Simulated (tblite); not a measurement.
C3HCl3.
Atom-mapped SMILES: `[CH:1]#[C:2][C:3]([Cl:4])([Cl:5])[Cl:6]` (hydrogens: H7 on C1)

Computed with GFN2-xTB (tblite), gas phase: Langevin dynamics at 400 K from the optimised GFN2-xTB geometry, time step 0.5 fs, friction 0.01 fs⁻¹, 2000 steps. The instantaneous temperature is 2·E(kin)/(3Nk) with all 3N coordinates.

```
t (fs)  T (K)  E(pot) above start (eV)  C1≡C2 (Å)  C2–C3 (Å)  C3–Cl4 (Å)  C3–Cl5 (Å)  C3–Cl6 (Å)  C1–H7 (Å)
     0    324                    0.000      1.198      1.433       1.787       1.786       1.787      1.050
    25    293                    0.173      1.198      1.460       1.724       1.819       1.726      1.088
    50    361                    0.187      1.230      1.465       1.867       1.764       1.769      1.058
    75    429                    0.164      1.180      1.458       1.786       1.764       1.803      1.061
   100    530                    0.154      1.186      1.425       1.800       1.839       1.726      1.042
   125    445                    0.289      1.218      1.390       1.763       1.740       1.954      1.090
   150    538                    0.264      1.199      1.401       1.847       1.822       1.765      1.027
   175    307                    0.449      1.195      1.434       1.780       1.697       1.856      1.053
   200    376                    0.338      1.221      1.464       1.774       1.914       1.708      1.031
   225    247                    0.397      1.188      1.455       1.810       1.699       1.860      1.073
   250    459                    0.169      1.206      1.440       1.764       1.838       1.856      1.042
   275    471                    0.147      1.207      1.417       1.810       1.774       1.796      1.033
   300    564                    0.199      1.189      1.447       1.786       1.740       1.765      1.064
   325    359                    0.212      1.203      1.475       1.869       1.789       1.732      1.043
   350    198                    0.274      1.222      1.424       1.745       1.842       1.806      1.079
   375    407                    0.241      1.190      1.421       1.847       1.753       1.752      1.022
   400    701                    0.136      1.187      1.410       1.798       1.818       1.797      1.080
   425    451                    0.161      1.233      1.436       1.758       1.782       1.857      1.064
   450    391                    0.192      1.188      1.492       1.773       1.777       1.742      1.046
   475    532                    0.211      1.203      1.457       1.805       1.813       1.720      1.075
   500    504                    0.403      1.214      1.403       1.752       1.805       1.964      1.018
   525    556                    0.232      1.175      1.393       1.854       1.743       1.831      1.082
   550    582                    0.308      1.223      1.446       1.722       1.773       1.774      1.013
   575    424                    0.431      1.210      1.527       1.751       1.819       1.803      1.117
   600    430                    0.281      1.180      1.411       1.827       1.711       1.817      0.987
   625    431                    0.246      1.202      1.392       1.782       1.820       1.738      1.120
   650    634                    0.357      1.200      1.467       1.850       1.798       1.802      1.023
   675    367                    0.267      1.197      1.469       1.708       1.895       1.747      1.106
   700    400                    0.232      1.201      1.418       1.856       1.695       1.724      1.009
   725    194                    0.386      1.183      1.395       1.708       1.885       1.936      1.111
   750    421                    0.237      1.224      1.435       1.851       1.733       1.804      0.995
   775    303                    0.130      1.197      1.447       1.751       1.789       1.779      1.093
   800    345                    0.198      1.189      1.433       1.855       1.832       1.783      1.029
   825    344                    0.185      1.223      1.433       1.725       1.761       1.783      1.097
   850    390                    0.067      1.200      1.415       1.788       1.822       1.800      1.039
   875    222                    0.315      1.172      1.441       1.882       1.738       1.852      1.043
   900    312                    0.266      1.232      1.415       1.711       1.842       1.771      1.074
   925    553                    0.110      1.190      1.430       1.827       1.772       1.770      1.031
   950    387                    0.302      1.169      1.475       1.715       1.762       1.822      1.064
   975    485                    0.248      1.232      1.439       1.831       1.759       1.771      1.093
  1000    438                    0.286      1.210      1.422       1.899       1.735       1.827      1.046
```

**Question.** From 500 fs on, how do temperature and potential energy compare with equipartition?

**Answer.** The mean temperature of these 21 frames is 415 K against the target 400 K, and the mean potential energy 0.26 eV against 15 × kT/2 = 0.26 eV for 15 classical harmonic modes. For 7 atoms in a canonical ensemble the temperature itself scatters by T·√(2/(3N)) = 123 K; here its standard deviation is 110 K. The whole run lasts only 10 friction times of 100 fs, so these averages carry a wide statistical error.

**Question.** What are the kinetic and total energies of the listed frame with the highest potential energy?

**Answer.** The one at 175 fs, 0.449 eV above the start. Its kinetic energy is 3NkT/2 = 0.278 eV at 307 K, so the sum is 0.73 eV; over the listed frames the sum runs from 0.29 to 0.93 eV, since the thermostat adds and removes energy.

**Question.** How much do the listed bonds fluctuate from 500 fs on?

**Answer.** 
| bond | at the start (Å) | mean (Å) | standard deviation (Å) |
| --- | --- | --- | --- |
| C1≡C2 | 1.198 | 1.201 | 0.019 |
| C2–C3 | 1.433 | 1.434 | 0.031 |
| C3–Cl4 | 1.787 | 1.793 | 0.063 |
| C3–Cl5 | 1.786 | 1.785 | 0.052 |
| C3–Cl6 | 1.787 | 1.805 | 0.056 |
| C1–H7 | 1.050 | 1.057 | 0.041 |

The motion is classical and holds no zero-point motion.

What follows is the cost of the whole dynamics run. Hardware: Intel Xeon 6975P-C, one thread, shared host with 192 logical CPUs at a one-minute load of 51. Cost: 8.4 s wall, 0.18 GiB resident at most.
